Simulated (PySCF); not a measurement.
**C2H2F2, a complex of two parts: interaction energy**

Wanted: the interaction energy for `C#CF` with `F`.

Computed with PySCF 2.14.0; each step states its level. No surroundings beyond the atoms listed, unless a continuum is named. Atoms count from 0, parts from 1.

## 1. The system as given

6 atoms, charge 0, multiplicity 1; geometry: GFN2-xTB. Parts: 1 = atoms 0–3, `C#CF`, charge 0; 2 = atoms 4–5, `F`, charge 0.

## 2. Relaxing the molecule at PBE0-D3(BJ)/def2-SVPD

The job: settings as JSON, then the geometry in Å.

```
{"job": {"xc": "PBE0", "basis": "def2-SVPD", "d3": "d3bj", "grid": 2, "kind": "geom", "shake": 0.01}, "charge": 0, "multiplicity": 1, "parts": [{"atoms": "0-3", "charge": 0, "multiplicity": 1}, {"atoms": "4-5", "charge": 0, "multiplicity": 1}]}
C     -0.364543    -0.030731     0.252683
C      0.742875    -0.019738    -0.138111
F      1.967572    -0.021163    -0.449704
H     -1.387595    -0.005114     0.414827
F     -0.085865     0.169473     3.033623
H     -0.058133     0.121217     2.097321
```

On the command line:

```console
OMP_NUM_THREADS=1 python cluster_run.py task.json out
```

This one command runs all jobs of the session in turn.

Output:

```text
step   0  E = -276.50979187  max force = 0.072566
step   1  E = -276.51445048  max force = 0.007741
step   2  E = -276.51473736  max force = 0.001141
step   3  E = -276.51489497  max force = 0.001646
step   4  E = -276.51497655  max force = 0.001792
step   5  E = -276.51506996  max force = 0.000987
step   6  E = -276.51513006  max force = 0.000934
step   7  E = -276.51515968  max force = 0.000753
step   8  E = -276.51517233  max force = 0.000419
optimisation converged
```

It took 18 s on 1 thread of Intel Xeon 6975P-C, shared host; peak memory 0.45 GiB.

Along the way:

```
step  energy from step 0 (eV)  largest force component (eV/Å)
   0                   0.0000                          3.7315
   1                  -0.1268                          0.3981
   2                  -0.1346                          0.0587
   3                  -0.1389                          0.0846
   4                  -0.1411                          0.0921
   5                  -0.1436                          0.0508
   6                  -0.1453                          0.0480
   7                  -0.1461                          0.0387
   8                  -0.1464                          0.0215
```

Close pairs (by a distance rule), those that changed most:

```
 bond  before (Å)  after (Å)  change (Å)
C0–H3       1.036      1.073      +0.037
C0–C1       1.174      1.205      +0.031
F4–H5       0.938      0.931      -0.007
C1–F2       1.264      1.266      +0.002
```

The next job starts from the end point, and lists it.

```
                         at the end point                 value
  point group (found at 0.08 Å tolerance)                    Cs
rotational constants (GHz, main isotopes)  11.669, 3.443, 2.659
                        dipole moment (D)                  2.69
```

Contacts at the end point (a selection, picked against the atoms' radii; other short pairs can be missing):

```
  atoms  distance (Å)  kind (by distance and angle)  angle (°)
C0···H5          2.11  inside the van der Waals sum          –
```

Against the parts relaxed at this level the binding energy is -4.77 kcal/mol, without counterpoise.

## 3. Coupled-cluster interaction energy: CCSD(T) and MP2

The job: settings as JSON, then the geometry in Å.

```
{"job": {"kind": "intercc", "basis": "aug-cc-pVDZ", "basis_large": "aug-cc-pVTZ"}, "charge": 0, "multiplicity": 1, "parts": [{"atoms": "0-3", "charge": 0, "multiplicity": 1}, {"atoms": "4-5", "charge": 0, "multiplicity": 1}]}
C     -0.496076    -0.028443     0.070662
C      0.705177    -0.019018    -0.029645
F      1.966347    -0.004139    -0.135882
H     -1.568154    -0.045222     0.114810
F      0.039687     0.182287     3.044171
H     -0.008174     0.118428     2.116654
```

Method: CCSD(T)/aug-cc-pVDZ and MP2/aug-cc-pVTZ counterpoise interaction energy, frozen core, gas phase.

Output:

```text
part 1, own basis, geometry of the cluster
final grid: 39392 points
cycle   1  E = -175.6648100440  dE =  5.679e-01  |g| = 4.557e-01  |ddm| = 3.960e+00
cycle   2  E = -175.7023219947  dE = -3.751e-02  |g| = 2.328e-01  |ddm| = 1.073e+00
cycle   3  E = -175.7126251457  dE = -1.030e-02  |g| = 5.813e-02  |ddm| = 3.498e-01
cycle   4  E = -175.7136338237  dE = -1.009e-03  |g| = 1.751e-02  |ddm| = 1.191e-01
cycle   5  E = -175.7137175167  dE = -8.369e-05  |g| = 5.230e-03  |ddm| = 3.636e-02
cycle   6  E = -175.7137244841  dE = -6.967e-06  |g| = 1.961e-03  |ddm| = 9.262e-03
cycle   7  E = -175.7137258529  dE = -1.369e-06  |g| = 4.247e-04  |ddm| = 5.037e-03
cycle   8  E = -175.7137259309  dE = -7.803e-08  |g| = 8.355e-05  |ddm| = 1.140e-03
cycle   9  E = -175.7137259342  dE = -3.285e-09  |g| = 1.821e-05  |ddm| = 2.909e-04
cycle  10  E = -175.7137259343  dE = -1.571e-10  |g| = 4.529e-06  |ddm| = 5.405e-05
converged SCF energy = -175.7137259343

part 2, own basis, geometry of the cluster
final grid: 16976 points
cycle   1  E = -100.0323058800  dE = -1.768e-01  |g| = 4.019e-01  |ddm| = 1.964e+00
cycle   2  E = -100.0532180400  dE = -2.091e-02  |g| = 2.393e-01  |ddm| = 6.578e-01
cycle   3  E = -100.0601112268  dE = -6.893e-03  |g| = 2.364e-02  |ddm| = 2.214e-01
cycle   4  E = -100.0602307760  dE = -1.195e-04  |g| = 6.484e-03  |ddm| = 2.958e-02
cycle   5  E = -100.0602480185  dE = -1.724e-05  |g| = 1.572e-03  |ddm| = 1.250e-02
cycle   6  E = -100.0602494990  dE = -1.480e-06  |g| = 2.460e-04  |ddm| = 4.445e-03
cycle   7  E = -100.0602495381  dE = -3.905e-08  |g| = 2.141e-05  |ddm| = 8.441e-04
cycle   8  E = -100.0602495383  dE = -2.231e-10  |g| = 2.403e-06  |ddm| = 4.820e-05
converged SCF energy = -100.0602495383

part 1, own basis, relaxed alone
final grid: 39392 points
cycle   1  E = -175.6650369926  dE =  5.599e-01  |g| = 4.558e-01  |ddm| = 3.964e+00
cycle   2  E = -175.7026654283  dE = -3.763e-02  |g| = 2.326e-01  |ddm| = 1.083e+00
cycle   3  E = -175.7129191292  dE = -1.025e-02  |g| = 5.797e-02  |ddm| = 3.495e-01
cycle   4  E = -175.7139232439  dE = -1.004e-03  |g| = 1.732e-02  |ddm| = 1.199e-01
cycle   5  E = -175.7140059431  dE = -8.270e-05  |g| = 5.207e-03  |ddm| = 3.639e-02
cycle   6  E = -175.7140129368  dE = -6.994e-06  |g| = 1.985e-03  |ddm| = 9.299e-03
cycle   7  E = -175.7140143329  dE = -1.396e-06  |g| = 4.270e-04  |ddm| = 5.096e-03
cycle   8  E = -175.7140144121  dE = -7.921e-08  |g| = 8.445e-05  |ddm| = 1.150e-03
cycle   9  E = -175.7140144154  dE = -3.347e-09  |g| = 1.843e-05  |ddm| = 2.952e-04
cycle  10  E = -175.7140144156  dE = -1.539e-10  |g| = 4.370e-06  |ddm| = 5.422e-05
converged SCF energy = -175.7140144156

part 2, own basis, relaxed alone
final grid: 16976 points
cycle   1  E = -100.0335187668  dE = -1.661e-01  |g| = 4.000e-01  |ddm| = 1.982e+00
cycle   2  E = -100.0541521565  dE = -2.063e-02  |g| = 2.352e-01  |ddm| = 6.587e-01
cycle   3  E = -100.0607876583  dE = -6.636e-03  |g| = 2.344e-02  |ddm| = 2.188e-01
cycle   4  E = -100.0609003334  dE = -1.127e-04  |g| = 6.204e-03  |ddm| = 2.903e-02
cycle   5  E = -100.0609157460  dE = -1.541e-05  |g| = 1.498e-03  |ddm| = 1.186e-02
cycle   6  E = -100.0609170636  dE = -1.318e-06  |g| = 2.369e-04  |ddm| = 4.197e-03
cycle   7  E = -100.0609170997  dE = -3.611e-08  |g| = 2.123e-05  |ddm| = 8.255e-04
cycle   8  E = -100.0609170999  dE = -2.205e-10  |g| = 2.366e-06  |ddm| = 4.897e-05
converged SCF energy = -100.0609170999

cluster
final grid: 5584 points
cycle   1  E = -275.7761328106  dE = -5.831e-03  |g| = 3.159e-02  |ddm| = 7.147e-01
cycle   2  E = -275.7765599237  dE = -4.271e-04  |g| = 1.307e-02  |ddm| = 8.625e-02
cycle   3  E = -275.7766237335  dE = -6.381e-05  |g| = 7.253e-03  |ddm| = 2.576e-02
cycle   4  E = -275.7766444324  dE = -2.070e-05  |g| = 1.750e-03  |ddm| = 1.390e-02
cycle   5  E = -275.7766466257  dE = -2.193e-06  |g| = 6.735e-04  |ddm| = 4.849e-03
cycle   6  E = -275.7766469801  dE = -3.543e-07  |g| = 3.270e-04  |ddm| = 1.908e-03
cycle   7  E = -275.7766470677  dE = -8.766e-08  |g| = 1.557e-04  |ddm| = 8.240e-04
cycle   8  E = -275.7766471102  dE = -4.251e-08  |g| = 4.679e-05  |ddm| = 8.056e-04
cycle   9  E = -275.7766471138  dE = -3.531e-09  |g| = 1.247e-05  |ddm| = 2.625e-04
cycle  10  E = -275.7766471139  dE = -1.121e-10  |g| = 5.251e-06  |ddm| = 3.983e-05
converged SCF energy = -275.7766471139

part 1 in the basis of the cluster
final grid: 5584 points
cycle   1  E = -175.7138452766  dE = -1.175e-04  |g| = 2.175e-03  |ddm| = 5.539e-01
cycle   2  E = -175.7138466234  dE = -1.347e-06  |g| = 2.628e-04  |ddm| = 5.730e-02
cycle   3  E = -175.7138466498  dE = -2.635e-08  |g| = 2.883e-05  |ddm| = 8.266e-03
cycle   4  E = -175.7138466500  dE = -2.561e-10  |g| = 1.699e-05  |ddm| = 4.334e-04
converged SCF energy = -175.7138466500

part 2 in the basis of the cluster
final grid: 5584 points
cycle   1  E = -100.0603310278  dE = -8.189e-05  |g| = 1.912e-03  |ddm| = 3.406e-01
cycle   2  E = -100.0603321945  dE = -1.167e-06  |g| = 2.582e-04  |ddm| = 3.657e-02
cycle   3  E = -100.0603322205  dE = -2.599e-08  |g| = 2.976e-05  |ddm| = 5.534e-03
cycle   4  E = -100.0603322207  dE = -2.604e-10  |g| = 1.570e-05  |ddm| = 2.226e-04
converged SCF energy = -100.0603322207

Interaction energy (kcal/mol)
  counterpoise       -3.449
  uncorrected        -4.097
  dispersion part     0.000
  deformation         0.186
  binding            -3.263

Decomposition of the uncorrected value (kcal/mol)
  electrostatic      -5.896
  Pauli               8.202
  orbital            -3.982
  dispersion          0.000
  correlation        -2.421

Charge of each part in the cluster: 0.019 -0.019
part 1 in the basis of the cluster: E(HF) = -175.664473248  E2 = -0.458969625  E(CCSD corr) = -0.471260291  (T) = -0.017696982
part 2 in the basis of the cluster: E(HF) = -100.032895365  E2 = -0.223561534  E(CCSD corr) = -0.227202256  (T) = -0.004315307
cluster: E(HF) = -275.699511466  E2 = -0.684734256  E(CCSD corr) = -0.699906841  (T) = -0.022477793

Counterpoise interaction energy (kcal/mol)
  hf_small                  -1.345
  mp2_small                 -2.727
  ccsd_small                -2.251
  ccsdt_small               -2.543
  hf_large                  -1.549
  mp2_large                 -3.449
  scs_mp2_large             -2.805
  mp2_limit                 -3.667
  ccsdt_less_mp2             0.184
  ccsdt_limit_estimate      -3.483
  bsse_mp2_large             0.648
```

Wall time 66 s (1 thread of Intel Xeon 6975P-C, shared host); peak memory 1 GiB.

Contacts at this geometry (a selection, picked against the atoms' radii; other short pairs can be missing):

```
  atoms  distance (Å)  kind (by distance and angle)  angle (°)
C0···H5          2.11  inside the van der Waals sum          –
```

Differences are taken before rounding.

```
                 method  interaction energy (kcal/mol)  from CCSD(T), limit estimate (kcal/mol)
         HF/aug-cc-pVDZ                          -1.34                                    +2.14
        MP2/aug-cc-pVDZ                          -2.73                                    +0.76
       CCSD/aug-cc-pVDZ                          -2.25                                    +1.23
    CCSD(T)/aug-cc-pVDZ                          -2.54                                    +0.94
         HF/aug-cc-pVTZ                          -1.55                                    +1.93
        MP2/aug-cc-pVTZ                          -3.45                                    +0.03
    SCS-MP2/aug-cc-pVTZ                          -2.81                                    +0.68
      MP2, extrapolated                          -3.67                                    -0.18
CCSD(T), limit estimate                          -3.48                                        0
```

These energies keep the parts at their geometry in the cluster; deforming them to it costs 0.19 kcal/mol (MP2).

## 4. Summary of results

```
                                  quantity                  value
                               point group                     Cs
      rotational constants (main isotopes)  11.67, 3.44, 2.66 GHz
interaction energy, CCSD(T) limit estimate         -3.48 kcal/mol
                           MP2/aug-cc-pVTZ         -3.45 kcal/mol
                             T1 diagnostic                 0.0134
```

In words: Over 8 steps the energy fell by 0.146 eV; of the close pairs, C0–H3 changed most, 1.036 to 1.073 Å. No frequency check was run at this level, so the end point may be a saddle. The estimate adds CCSD(T) less MP2 in the small basis (+0.18 kcal/mol) to extrapolated MP2. Hartree-Fock gives -1.55 against -3.48 kcal/mol, so correlation carries most of the binding.
